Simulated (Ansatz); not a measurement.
## Multireference treatment of H4N (charge +1), singlet

Computed with Ansatz's Gaussian-basis code (development build). Basis cc-pVDZ, nonrelativistic, 1 orbital frozen in the corrections. State-specific CASSCF; RHF is the lowest restricted (open-shell) Hartree–Fock solution met. No symmetry is imposed, so a solution can break that of the shape. Lower solutions, or ones in other orbitals, may exist.

Geometry:

```xyz
5

N     0.0000    0.0000    0.0000
H     0.5469    0.5469    0.5469
H     0.5469   -0.5469   -0.5469
H    -0.5469    0.5469   -0.5469
H    -0.5469   -0.5469    0.5469
```

**Question.** What do CASSCF and its corrections give against RHF in CAS(8,8), and what are the occupations?

**Answer.** CASSCF -2.548 eV, SC-NEVPT2 -4.777 eV; occupations 1.99, 1.98, 1.98, 1.98, 0.02, 0.02, 0.02, 0.01.
